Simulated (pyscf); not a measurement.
HO–SiH₂–OH (SMILES O[SiH2]O) + H₂ (SMILES [H][H]) → HO–SiH₂–OH (SMILES O[SiH2]O) + H₂ (SMILES [H][H]) (four-centre exchange; singlet surface; H–Si, H–H broken, H–Si, H–H formed). Single points on ωB97X-D3(BJ)/def2-SVP structures (PySCF, gas phase). Energies in kJ/mol from the separated reactants.

```tsv
level	barrier	reaction energy
ωB97X-D3(BJ)/def2-TZVP	248.6	0.0
B3LYP-D3(BJ)/def2-TZVP	243.7	0.0
PBE0-D3(BJ)/def2-TZVP	225.5	0.0
M06-2X/def2-TZVP	258.8	0.0
ωB97M-D3(BJ)/def2-TZVP	[?]	0.0
HF/def2-TZVP	[?]	0.0
```

Task: Some entries are withheld; supply them.

Result: 
- ωB97M-D3(BJ)/def2-TZVP, barrier: 244.3
- HF/def2-TZVP, barrier: 318.9

The functionals in the table span 33.3 kJ/mol in this barrier, from PBE0-D3(BJ) to M06-2X. At the saddle there is also a short H–Si contact that neither side keeps. This is the saddle that the search found; another between the same sides may lie lower.
